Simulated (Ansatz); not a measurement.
## H₂C–C⁺, doublet: reading a ladder of total energies

Geometry: that of the H2C–C, singlet, kept fixed.

| atom | x (Å) | y (Å) | z (Å) |
| --- | --- | --- | --- |
| C | 0.0000 | 0.0000 | 0.5528 |
| C | 0.0000 | 0.0000 | -0.7378 |
| H | 0.0000 | -0.9396 | 1.1020 |
| H | 0.0000 | 0.9396 | 1.1020 |

Basis cc-pVTZ; Ansatz 0.2.0. Only valence electrons are correlated (noble-gas cores frozen), which leaves 9 electrons in 86 orbitals. Prefix R: restricted or restricted open-shell reference; prefix U: unrestricted.

Full CI isn't at hand for all of this; UCCSDT(Q) serves as the reference, and is uncertain by about the last step of the cluster series.

Unrestricted rows (U) aren't spin-pure: their determinants' ⟨S²⟩ exceeds S(S+1) by up to 0.23, so they mix in states of higher spin.

The cluster runs stand on a determinant 0.11 eV above the lowest UHF solution, chosen by trial CCSD; the correlation energy below is counted from it.

Runs differ by some tens of microhartree through their thresholds and, for an open shell, their frozen cores, so steps under 0.03 kcal/mol mean nothing.

```
                                 level  total energy (hartree)
UHF determinant under the cluster runs              -76.425359
                                  UMP2              -76.653516
                                 UCCSD              -76.690137
                              UCCSD(T)              -76.703274
                                UCCSDT              -76.704888
                             UCCSDT(Q)              -76.705784
```

Q: What is the correlation energy at UCCSDT(Q), and what share of it do UMP2 and UCCSDT recover?

A: E(corr) = -76.705784 − (-76.425359) = -0.280425 hartree = -7.631 eV. UMP2: -0.228157 / -0.280425 = 81.36 %. UCCSDT: -0.279529 / -0.280425 = 99.68 %.

Q: By how many kcal/mol does UCCSD(T) miss UCCSDT(Q) (1 hartree = 627.509 kcal/mol), and which steps make up the rest?

A: -76.703274 − (-76.705784) = 0.002510 hartree = 1.58 kcal/mol. Steps: UCCSDT − UCCSD(T) = -1.01, UCCSDT(Q) − UCCSDT = -0.56 kcal/mol. Differences between like states or geometries often cancel part of this.
